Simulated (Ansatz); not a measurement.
Process, species as SMILES: FC=C + 3 [H][H] (H2) → 2 C (CH4) + F (HF)
B3LYP-D3(BJ)/def2-TZVP geometries, fixed; electronic energies without zero-point terms.

How fast the energy of full hydrogenation converges with the basis for several methods (Ansatz, a quantum-chemistry and plane-wave program): deviation from each method's own reference, in kcal/mol. References: B2PLYP -79.88 kcal/mol, the value in aug-pcseg-3; CCSD(T) -80.60 kcal/mol, Hartree-Fock in cc-pVQZ plus the correlation part extrapolated as X^-3 from cc-pVTZ and cc-pVQZ; HF -83.00 kcal/mol, the value in aug-pcseg-3; MP2 -82.08 kcal/mol, Hartree-Fock in aug-cc-pVQZ plus the correlation part extrapolated as X^-3 from aug-cc-pVTZ and aug-cc-pVQZ; PBE -78.31 kcal/mol, the value in aug-pcseg-3; PBE0 -83.66 kcal/mol, the value in aug-pcseg-3. Cartesian d functions, on some or all atoms, in 6-31G**, 6-31+G*; all else is spherical. In correlated methods cores are frozen. No added dispersion term, no relativity. 

| basis | functions | B2PLYP | CCSD(T) | HF | MP2 | PBE | PBE0 |
|---|---|---|---|---|---|---|---|
| pcseg-1 | 57 | 1.62 | 0.66 | -3.03 | 0.19 | 3.76 | 1.49 |
| def2-SVP | 57 | 2.83 | 1.23 | -2.68 | 0.39 | 5.78 | 2.97 |
| 6-31G** | 60 | 5.12 | 5.44 | -0.77 | 4.32 | 7.14 | 4.20 |
| 6-31+G* | 63 | 3.20 | 10.66 | -1.66 | 7.90 | 1.83 | 0.76 |
| aug-cc-pVDZ | 96 | -3.43 | -2.06 | -3.48 | -2.84 | -3.36 | -2.96 |
| 6-311++G(3df,3pd) | 171 | 0.06 | 0.12 | 0.19 | -0.44 | 0.16 | 0.21 |
| cc-pVQZ | 255 | 0.62 | 0.39 | 0.14 | -0.14 | 1.06 | 0.66 |
| def2-QZVPP | 261 | 0.12 | 0.09 | 0.03 | -0.49 | 0.33 | 0.19 |
